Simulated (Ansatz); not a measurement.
hcp Zr, treated with r²SCAN-D4 in Ansatz (plane waves, PAW).

Settings: plane-wave cutoff 560 eV, 18×18×12 k mesh (along the axes of the cell as run), Fermi–Dirac smearing 0.05 eV, scalar-relativistic PAW data made under PBE.

Response to compression and expansion:

Shape and atoms are relaxed at each volume.

```
V (Å³/atom)  P (GPa)  c (Å)  a (Å)
-----------  -------  -----  -----
22.464          4.17  5.084  3.194
22.932          2.00  5.115  3.218
23.400          0.00  5.146  3.240
23.868         -1.84  5.178  3.263
24.336         -3.53  5.209  3.285
```

Note: the bulk modulus comes from volumes at which shape and atoms were relaxed.

Ansatz is a quantum-chemistry and plane-wave program.
